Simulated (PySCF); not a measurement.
# C₄H₉Cl: calculation and literature

Bonds (- single, = double, # triple, : aromatic): C1-C2 1.522 Å, C2-C3 1.522 Å, C2-C4 1.522 Å, C2-Cl5 1.812 Å. C1 carries H6, H7, H8; C3 carries H9, H10, H11; C4 carries H12, H13, H14.

Measured values that the calculation should reproduce: δ ¹³C C2 66.7; C1/C3/C4 34.6; δ ¹H H6/H7/H8/H9/H10/H11/H12/H13/H14 1.60 ppm (measured; solution, not stated per compound (mostly CDCl3 or CCl4); Pretsch, Buehlmann, Badertscher, Structure Determination of Organic Compounds, 4th ed. (2009)).

How the numbers were obtained: PBE0/pcSseg-1 with gauge-including orbitals, structure optimised with GFN2-xTB, in PySCF (one averaged value for each set of equivalent atoms, in vacuum, one conformer, non-relativistic).

**Question.** What does the calculation give, and how does it compare?

**Answer.** 
Reference values: measured (solution, not stated per compound (mostly CDCl3 or CCl4); Pretsch, Buehlmann, Badertscher, Structure Determination of Organic Compounds, 4th ed. (2009)).
```csv
atoms,quantity,reference,computed,"computed, scaled"
C2,δ ¹³C,66.7,69.4,65.7
C1/C3/C4,δ ¹³C,34.6,36.4,33.4
H6/H7/H8/H9/H10/H11/H12/H13/H14,δ ¹H,1.60,1.59,1.61
```

Computed shifts are σ(ref) − σ with the named reference compound (TMS for H and C) calculated as an isolated molecule at the same level. The measured values may be among those fitted. Scaled to experiment by linear calibration (H and C: mostly CDCl3 data, vs TMS): ¹³C: δ = 180.61 − 0.978σ (rms 2.1 ppm, 210 shifts, 2.3 ppm with the 2 outliers that the fit left out); ¹H: δ = 30.01 − 0.943σ (rms 0.16 ppm, 131 shifts, 0.17 ppm with the 2 outliers that the fit left out). Occasional misses reach two or three times the rms, and more in compound classes unlike the fitted ones.

**Question.** How far are the unscaled ¹³C shifts from the references?

**Answer.** Mean signed difference +2.25 ppm, mean absolute 2.25 ppm over 2 comparisons; the largest is +2.7 ppm at C2 (fully substituted sp3 carbon bonded to Cl).

Carbons that carry Cl, above all several Cl atoms, come out too deshielded, partly because spin–orbit coupling is missing.
